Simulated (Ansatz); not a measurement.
Ansatz input

```yaml
crystal:
  lattice:
    - [2.847761081, 0.0, 0.0]
    - [0.0, 2.847761081, 0.0]
    - [0.0, 0.0, 4.0299217005]
  atoms:
    - { symbol: Pd, position: [1.0, 0.0, 0.0], spin: 0.5 }
    - { symbol: Pd, position: [0.5, 0.5, 0.5], spin: -0.5 }
hamiltonian:
  xc: blyp
  pseudopotentials:
    kind: paw
    azcp:
      Pd: "pseudopotentials/Pd.paw.azcp"
basis:
  ecutwfc: 420
  fft_grid_basis: typed
kpoints:
  mp_grid: { grid: [18, 18, 13], shift: [0, 0, 0] }
magnetization:
  spin_polarized: true
scf:
  occupations: { method: fermi_dirac, width: 0.05 }
```

Terminal output

```
Engine: ansatz 0.2.0, x86_64-unknown-linux-gnu
Pseudopotentials: kind: paw
Pseudopotential: Pd, paw, valence charge 18, recommended cutoff 420 eV (normal) 
Functional definition: BLYP
  parameter beta = 0.0042
  parameter a = 0.04918
  parameter b = 0.132
  parameter c = 0.2533
  parameter d = 0.349
  exchange = b88_x(beta = beta)
  correlation = lyp_c(a = a, b = b, c = c, d = d)
Crystal: 2 atoms, lattice volume = 32.682 Å³
Basis set: ecut = 420 eV, 657 PW (Γ), exchange–correlation on 40×40×54 points (8 copies of the dense FFT grid, shifted against one another)
Bands: 23, of which v1, the nominal top of the filled ones, is band 18 counted from 1 (17 counted from 0)
Symmetry: 16 space group operations
Space group: P4/mmm (ITA 123), of the structure as read, at distance tolerance 3.2e-5 Å
Magnetic group: BNS 123.350 (UNI 1010), of the structure as read, at distance tolerance 3.2e-5 Å
k-points: 385 of 4212
Non-local potential: Pd, projectors of the file, l = 0: 2, l = 1: 2, l = 2: 2, l = 3: 1
PAW form: soft (Blöchl's): semilocal exchange-correlation on the pseudo side does not see the compensation charge
PAW frozen core: Pd, regenerated for the run's functional, and the local potential with it (the file was generated under x = pbe(κ = 0.804, μ = 0.2195149727645171), c = pbe(β = 0.06672455060314922))
PAW one-centre angular grid: Pd, 590 points (default); XC on 64 Gauss nodes
Initial density: superposition of atomic densities (chi_scale 0.1, normalization cell)
Starting moments: Σ|m| = 1 μB on 2 of 2 sites
Starting magnetic order: antiferromagnet; a translation exchanges its spin sublattices: spin-degenerate at every k-point
Initial wavefunctions: pseudopotential atomic-orbital guess
Functional: x = b88, c = lyp
the translation (0.5, 0.5, 0.5) carries every atom to within crystal.symmetry.tolerance of an atom of its element with the starting moment reversed, but both spin channels are solved: the dense FFT box has an odd point count along it
SCF iter   1: F=—  HF=-13976.994922 eV  |F-HF|=—  |Δ(HF+E_count)|=         —  Δρ=7.55e-2 (↑7.55e-2 ↓7.55e-2)  dr2=6.99e0  dr2_m=1.60e-1  M=-0.000 μB ∫|m|=0.342 μB  β_m=0.30  ethr=3.10e-3  ⟨swp⟩=5.1  Hψ=75802  notcnv=0
...
the translation (0.5, 0.5, 0.5) carries every atom to within crystal.symmetry.tolerance of an atom of its element with the starting moment reversed, but both spin channels are solved: the run starts from a saved state that isn't shown to keep it, or this solve from the single point that its walk made first
iter 1 solved again at ethr=2.96e-11 eV; its pass at ethr=2.78e-6 eV (dr2=1.07e-8 eV) is discarded
SCF iter   1: F=—  HF=-13975.198142 eV  |F-HF|=—  |Δ(HF+E_count)|=         —  Δρ=3.25e-7 (↑2.95e-7 ↓3.25e-7)  dr2=5.72e-11  dr2_m=6.97e-12  M=0.000 μB ∫|m|=0.000 μB  ethr=2.96e-11  ⟨swp⟩=1.0  Hψ=168202  notcnv=0
spin=Collinear: Kerker preconditioning applied to the charge; magnetization (m = ρ↑ − ρ↓) channel mixes plain (no charge-response kernel on spin).
SCF iter   2: F=—  HF=-13975.199074 eV  |F-HF|=—  |Δ(HF+E_count)|=   9.32e-4  Δρ=4.15e-4 (↑2.30e-4 ↓4.15e-4)  dr2=3.23e-5  dr2_m=2.59e-5  M=-0.487 μB ∫|m|=0.513 μB  ethr=2.78e-6  ⟨swp⟩=1.0  Hψ=79421  notcnv=0
SCF iter   3: F=—  HF=-13975.199109 eV  |F-HF|=—  |Δ(HF+E_count)|=   3.50e-5  Δρ=6.48e-5 (↑6.48e-5 ↓4.27e-5)  dr2=2.27e-6  dr2_m=1.40e-7  M=-0.493 μB ∫|m|=0.523 μB  ethr=1.77e-7  ⟨swp⟩=1.0  Hψ=44089  notcnv=0
an SCF along what the orbitals of the run's state read of its open shells (or to have them read: on a GPU, or by another smearing), with the run's symmetry operations kept, reached no lower state that the run goes on to. This is no proof of a minimum
WARN: the starting moments were not kept: the SCF closed with an absolute magnetisation of 6.0e-5 μB, where they sum to 1 μB in size (2 sites). That is at most 0.1 of that sum. Measured as dr2_m measures the in/out step, that magnetisation stands 1.3e-9 eV from none, at or under the dr2_threshold of 1.0e-7 eV: it is no larger than a step whose dr2_m would equal this threshold. The system may hold no moment; this SCF shows only that its start led to no more than that. To try another start: raise the starting moments (crystal.atoms[].spin, magnetization.per_species, magnetization.initial_magnetization, or on a non-collinear deck that types none of these the spinor_matrix: blocks that start its atoms; where the total moment is fixed, keep their sum and leave initial_magnetization as it is; typed ones take the place of any that the run laid by itself, positive ones on a crystal's lanthanoids without a Hubbard term where scf.initial_density.shell_occupations: [] is typed) or, if the notice of its spin-set hold's release reads "site moments contracting" or "site moments show no strong build", lengthen the hold (scf.mixing.spin_hold: { on: { confirm: 4 } }; for m-r²SCAN on two components see the key's manual first). Each may lead to a state that holds a moment. A second SCF, from the converged charge density, with the starting moments and any scf.initial_density.shell_occupations laid on it anew, would have followed, and was not run: the deck does not ask for one (magnetization.retry_lost_moments is false, the default). To let it run, set magnetization.retry_lost_moments: true and run the deck again, where that key's refused combinations let it; where memory then withholds it, that run's warning says so.
SCF converged after 16 iterations
Magnetization: 0.0001 μB (18.0000 up, 18.0000 down)
Absolute magnetization: 0.0001 μB (∫|ρ↑−ρ↓|, with the PAW one-centre terms)
Spin contamination: 0.0000 ħ² per cell (⟨S²⟩ above its minimum at these occupations)
Per-site moments (μB) at R_I (Å): [(2.937063546248152e-5, 1.1747014459125), (2.9641898884834956e-5, 1.1747014459125)]
Free energy (F): -13975.198142 eV
Harris-Foulkes:  -13975.198142 eV  (|F-HF|=3.64e-11)
Internal energy: -13975.155798 eV  (E = F + TS)
E sigma→0 (E₀):  -13975.176970 eV
Entropy (-TS):   -0.042344 eV (-21.172 meV/atom)
Fermi energy:    17.688669 eV
--- Per-component energies (eV) ---
  E_band       = -335.618212
  E_kinetic    = 1026.200348
  E_local      = -3787.966300  (includes V_loc(G=0)·N_el)
  E_nonlocal   = 432.137115
  E_hartree    = 1531.371269
  E_xc         = -330.751197
  E_vxc        = -414.127523  (∫ρ·V_xc dr)
  E_paw        = -7536.109131  (= ΣΔE_a)
  E_vpaw       = -654.604758  (= ΣTr[D̂ρ^β])
  E_aug_tail   = 0.000296  (compensation charges beyond the density's cutoff)
  E_ewald      = -5310.211853
  E_core_change = 0.173656  (= ΣΔE_core)
  E_smearing   = -0.042344  (= −TS)
  E_closure    = -0.000000  (closes the sum)
  Σ components = -13975.198142   (vs F -13975.198142, Δ=0.00e0)
```
